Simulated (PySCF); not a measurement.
# C₂⁺: frontier orbitals

PBE0 at R = 1.405 Å; C def2-TZVPPD; no relativity (PySCF 2.14). State: ⁴Σg⁻ (quartet), unpaired electrons σ ↑, π ↑↑. Only the outer orbitals are listed.

| spin | orbital | occ. | ε (eV) | main shells (%) |
| --- | --- | --- | --- | --- |
| α | σg | 1 | -33.34 | 78 s, 21 p |
| α | σu | 1 | -22.96 | 73 s, 26 p |
| α | πu | 1 | -19.89 | 96 p |
| α | πu | 1 | -19.89 | 96 p |
| α | σg | 1 | -19.60 | 74 p, 25 s |
| α | πg | 0 | -11.33 | 99 p |
| α | πg | 0 | -11.33 | 99 p |
| α | σg | 0 | -4.37 | 93 s |
| β | σg | 1 | -30.18 | 77 s, 22 p |
| β | σu | 1 | -19.29 | 82 s, 18 p |
| β | πu | 0 | -14.50 | 97 p |
| β | πu | 0 | -14.50 | 97 p |
| β | σg | 0 | -14.26 | 71 p, 29 s |

Q: Which are the highest filled and the lowest empty level, where do they sit, and how wide is the gap?

A: Highest filled β σu at -19.29 eV (in %: 82 s, 18 p); lowest empty β πu at -14.50 eV (in %: 97 p); the gap at PBE0 is 4.79 eV.

```json
{
 "bond order (Mayer)": "2.20",
 "⟨S²⟩": "3.753",
 "polarisability along the bond": "41.8 bohr³",
 "polarisability across the bond": "11.4 bohr³"
}
```

The state is the lowest determinant that a PBE0 search found; another state may lie lower at other levels.
